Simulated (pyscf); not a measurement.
# Hydrogen abstraction: H₂N–GeH₂–F + H atom (H•) -> H₂N–GeH•–F + hydrogen (H₂)

Gas phase, doublet surface, charge 0. Bonds broken: Ge1–H4. Bonds formed: H4–H7. Optimised with ωB97X-D3(BJ)/def2-SVP in PySCF.

Transition state (Å):

```xyz
8

Ge    -0.1242    -1.0821     0.7789
F      0.7006     0.4218     0.4118
H      0.8555    -2.1982     0.4027
H     -1.4824    -1.0312    -0.0569
N     -0.5285    -1.2007     2.5379
H      0.2468    -1.3151     3.1851
H     -2.6052    -0.9401    -0.7088
H     -1.1962    -0.5302     2.9079
```

One imaginary mode, 842i cm⁻¹; descent along it reached the two sides named.

```json
[
 {"bond": "Ge1–H4", "change": "breaks", "reactant side (Å)": "1.530", "saddle": "1.596", "product side": "3.5"},
 {"bond": "H4–H7", "change": "forms", "reactant side (Å)": "3.7", "saddle": "1.302", "product side": "0.759"}
]
```

Electronic energies relative to the separated reactants (kcal/mol):

| level | barrier | reaction energy | reverse barrier |
|---|---|---|---|
| ωB97X-D3(BJ)/def2-TZVP | 3.7 | -17.5 | 21.2 |
| PBE/def2-TZVP | -0.6 | -22.2 | 21.6 |
| r²SCAN/def2-TZVP | -1.7 | -22.4 | 20.6 |
| B3LYP-D3(BJ)/def2-TZVP | -0.7 | -23.5 | 22.7 |
| PBE0-D3(BJ)/def2-TZVP | 1.1 | -18.7 | 19.8 |
| M06-2X/def2-TZVP | 4.4 | -21.3 | 25.7 |
| ωB97M-D3(BJ)/def2-TZVP | 3.7 | -19.9 | 23.6 |
| HF/def2-TZVP | 10.7 | -10.8 | 21.6 |

With ωB97M-D3(BJ)/def2-TZVP energies and thermal terms (ideal gas, 1 atm, RRHO with modes under 100 cm⁻¹ raised to 100, one conformer, R ln 2 for rigid chiral ones), in kcal/mol:

```
T (K)  ΔH‡   ΔG‡     ΔH     ΔG
-----  ---  ----  -----  -----
298    2.4   8.1  -19.2  -21.0
600    2.1  14.0  -19.2  -22.8
900    2.0  20.0  -19.6  -24.5
1200   1.8  26.0  -20.3  -26.1
```

At PBE, r²SCAN, B3LYP-D3(BJ) this geometry lies under the reactants; that is no barrier but a single point on another level's saddle; such a level's own saddle, if it has one, lies nearer that side and is low. One saddle was located; it need not be the lowest between these sides. The angle at the transferred H is 177°. Elements up to Kr have no core potential and no relativistic terms here.
